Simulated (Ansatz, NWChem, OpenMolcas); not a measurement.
## Strength of the C–H bond: C3H6 → C3H5 + H

Species: C3H6 (propene) `C=CC`, singlet; C3H5 `C=[C]C`, doublet; H atom, doublet. 

Shapes, held fixed at every level: PBE0-D4/def2-TZVP. Programs: Ansatz 0.2.0, NWChem 7.3.0, OpenMolcas 26.06. A level may come from different programs for different species; with the same settings they agree closely. The zero-point and thermal change to 298 K, harmonic and unscaled (PBE0-D4/def2-TZVP), is -30.5 kJ/mol.

| level | kind | ΔH(298 K) (kJ/mol) |
| --- | --- | --- |
| HF/def2-SVP | Hartree–Fock | +337.5 |
| SPW92/def2-TZVPP | LDA | +474.1 |
| PBE-D4/def2-TZVPP | GGA | +428.4 |
| r2SCAN-D4/def2-TZVPP | meta-GGA | +423.5 |
| PBE0/def2-SVP | global hybrid | +429.6 |
| BHLYP-D4/def2-TZVPP | global hybrid | +438.0 |
| wB97X-V/def2-TZVPP | range-separated hybrid | +446.3 |
| B2PLYP/def2-TZVPP | double hybrid | +441.7 |

B2PLYP/def2-TZVPP gives ΔH(298 K) = +441.7 kJ/mol; the levels span +337.5 to +474.1. The median of the levels is +433.8. Hartree–Fock misses the correlation of the pair that is broken and comes out low. No measured value is set beside it here. Spin contamination: C3H5 (⟨S²⟩ up to 0.92). Open shells run unrestricted unless RO is named.
